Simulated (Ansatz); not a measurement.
Geometry optimisation, RKS B3LYP/def2-SVP in Ansatz 0.2.0.

Input:

```yaml
crystal:
  periodic: [false, false, false]
  atoms:
    - { symbol: B, position_ang: [0.025299, -0.392403, -0.403492] }
    - { symbol: Cl, position_ang: [0.073451, -0.020505, 2.634421] }
    - { symbol: H, position_ang: [1.027971, 0.231477, -0.637741] }
    - { symbol: F, position_ang: [-1.135945, 0.128911, -0.734353] }
    - { symbol: H, position_ang: [0.026853, -1.501748, 0.055194] }
    - { symbol: H, position_ang: [-0.012428, -1.116331, 1.877272] }
basis:
  gaussian: { orbitals: def2-SVP }
hamiltonian:
  xc: b3lyp
relax:
  f_tol: 0.03
  max_steps: 50
output:
  orbitals: {}
```

Run as:

```bash
$ ansatz run input.yaml --threads 1 --pin off --max-ram 2048MiB --backend cpu --events-out ev --progress --plain --runs-dir out
```

**Question.** Where does it end, and by what steps?

**Answer.** The run converged. The force dipped under the threshold on the way, but the program's further checks kept it going. After 29 steps the energy has fallen by 0.082 eV; H6 moved furthest, 0.79 Å.

| step | energy less start (eV) | largest force component (eV/Å) | accepted |
| --- | --- | --- | --- |
| 0 | 0.0000 | 0.899 | yes |
| 2 | -0.0398 | 0.775 | no |
| 4 | -0.0626 | 0.095 | yes |
| 6 | -0.0759 | 0.104 | yes |
| 8 | 0.1072 | 1.983 | no |
| 10 | -0.0743 | 0.466 | no |
| 12 | -0.0798 | 0.092 | yes |
| 14 | -0.0776 | 0.303 | no |
| 16 | -0.0805 | 0.032 | yes |
| 18 | -0.0808 | 0.043 | yes |
| 20 | -0.0611 | 0.867 | no |
| 22 | -0.0803 | 0.145 | no |
| 24 | -0.0802 | 0.279 | no |
| 26 | -0.0814 | 0.114 | yes |
| 28 | -0.0662 | 0.590 | no |
| 29 | -0.0820 | 0.006 | yes |

```xyz
6
Properties=species:S:1:pos:R:3
B 0.046 -0.376 -0.546
Cl 0.298 -0.039 2.465
H 0.977 0.369 -0.727
F -1.177 0.111 -0.671
H 0.158 -1.562 -0.341
H -0.298 -1.174 2.612
```

Whether the end is a true minimum wasn't checked by a vibrational analysis.

Run time: 46 s on 1 thread of Intel(R) Xeon(R) Platinum 8488C (Sapphire Rapids), on a shared host, peak memory 0.14 GiB.
